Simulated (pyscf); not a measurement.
**Four-centre exchange: `[BH]=[NH]` + `[FH]` → `[NH]=[B][F]` + `[H][H]`**

Gas phase, singlet surface, charge 0. Bonds broken: B1–H3, F5–H6. Bonds formed: B1–F5, H3–H6. Single points on ωB97X-D3(BJ)/def2-SVP structures (PySCF, gas phase).

Transition state (Å):

```xyz
6

B      0.2920     0.3038    -0.0194
N      0.0891     1.2549    -0.8435
H      0.2239     0.2923     1.3025
H      0.1160     1.3621    -1.8450
F      0.6895    -1.2218    -0.0079
H      0.4972    -0.6974     1.0155
```

One imaginary mode, 1365i cm⁻¹; descent along it reached the two sides named.

```tsv
bond	change	reactant side (Å)	saddle	product side
B1–H3	breaks	1.184	1.324	2.9
F5–H6	breaks	0.923	1.166	3.0
B1–F5	forms	3.0	1.577	1.301
H3–H6	forms	2.7	1.066	0.760
```

Electronic energies relative to the separated reactants (kcal/mol):

| level | barrier | reaction energy | reverse barrier |
|---|---|---|---|
| ωB97X-D3(BJ)/def2-TZVP | 40.5 | -15.4 | 56.0 |
| PBE/def2-TZVP | 31.1 | -16.2 | 47.4 |
| r²SCAN/def2-TZVP | 34.2 | -17.4 | 51.7 |
| B3LYP-D3(BJ)/def2-TZVP | 39.5 | -16.6 | 56.1 |
| PBE0-D3(BJ)/def2-TZVP | 36.3 | -15.5 | 51.7 |
| M06-2X/def2-TZVP | 40.9 | -18.1 | 59.0 |
| ωB97M-D3(BJ)/def2-TZVP | 40.0 | -15.4 | 55.4 |
| HF/def2-TZVP | 59.3 | -15.6 | 74.9 |

With ωB97M-D3(BJ)/def2-TZVP energies and thermal terms (ideal gas, 1 atm, RRHO with modes under 100 cm⁻¹ raised to 100, one conformer, R ln 2 for chiral ones without a mode under 150 cm⁻¹), in kcal/mol:

```tsv
T (K)	ΔH‡	ΔG‡	ΔH	ΔG
298	38.1	46.6	-18.1	-16.7
600	37.4	55.5	-17.5	-15.6
900	37.3	64.6	-17.0	-14.8
1200	37.4	73.7	-16.7	-14.1
```

The same reactants have a lower exit, to H₂N–BH–F (barrier +6.6 kcal/mol at ωB97M-D3(BJ)/def2-TZVP, against +40.0 kcal/mol here). One saddle was located; it need not be the lowest between these sides.
